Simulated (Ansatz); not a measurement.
in.yaml

```yaml
crystal:
  periodic: [false, false, false]
  atoms:
    - {symbol: Si, position_ang: [0.000000, 0.000000, 2.088600]}
    - {symbol: Al, position_ang: [0.000000, 0.000000, -0.244867]}
    - {symbol: H, position_ang: [0.000000, 0.000000, -1.843733]}
basis:
  gaussian: {orbitals: 6-31G}
correlation: {method: sc_nevpt2, electrons: outside_noble_gas, active_space: {window: {electrons: 2, orbitals: 2}, states: [{multiplicity: 1, weights: [1, 1]}], root: 2}}
scf: {lower_state_search: off}
```

```sh
$ ansatz run in.yaml --threads 1 --pin off --events-out ev --progress --plain --max-ram 2393MiB
```

(1) One thing in this input was set wrong on purpose, beside settings that are merely unusual. What is the gravest fault, and what does the program do?

Results:

(1) Root beyond the states. How the run ends: refused.
```
Error: the active space averages no state 2, counted from zero
```
